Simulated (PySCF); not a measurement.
CO2-, CO2 (charge -1 and doublet state).
SMILES: `[C]([O-])=O`

Theory: PBE0-D3(BJ)/def2-SVP geometry optimisation, gas phase in PySCF 2.14.0.

Take the most abundant isotopes and a rigid rotor. 

(1) Give the principal moments of inertia and the rotational constants in MHz.

(2) What kind of rotor is it?

(3) Give the coordinates in the principal-axis frame, origin at the centre of mass.

Results:

(1) Ia = 1.98, Ib = 41.67, Ic = 43.65 u·Å²; 505379 MHz·u·Å²/I gives A = 255382, B = 12127, C = 11577 MHz.

(2) A near-prolate asymmetric top: κ = (2 × 12127 − 255382 − 11577)/(255382 − 11577) = -1.00.

(3) The sense of each axis is arbitrary; atoms in the order of the calculation.
| atom | mass (u) | a (Å) | b (Å) | c (Å) |
| --- | --- | --- | --- | --- |
| O1 | 15.995 | -1.141 | -0.130 | 0.000 |
| C2 | 12.000 | 0.000 | 0.346 | 0.000 |
| O3 | 15.995 | 1.141 | -0.130 | 0.000 |

The dipole components (about the centre of mass, as the species is charged) are |μa| = 0.00 D, |μb| = 0.18 D, |μc| = 0.00 D. The nuclei that the symmetry axis exchanges have no spin, so part of the rotational levels is missing.

Problem. Estimate the classical rotational partition function at 200 K and 298.15 K.

Solution. Point group C2v, symmetry number σ = 2; q = (√π/σ)·√((kT/h)³/(ABC)), k/h = 20836.6 MHz/K: 1260 at 200 K, 2290 at 298.15 K.

For this open shell read J as N, the rotation without spin; fine and hyperfine splittings come on top. Not checked by PBE0-D3(BJ)/def2-SVP frequencies. ⟨S²⟩ = 0.753 (exact for a doublet: 0.75). Whether the extra electron is bound in the gas phase wasn't checked; a finite basis holds it in any case. These are rigid-rotor constants of the computed structure; measured ground-state constants (B0) also hold zero-point vibration.
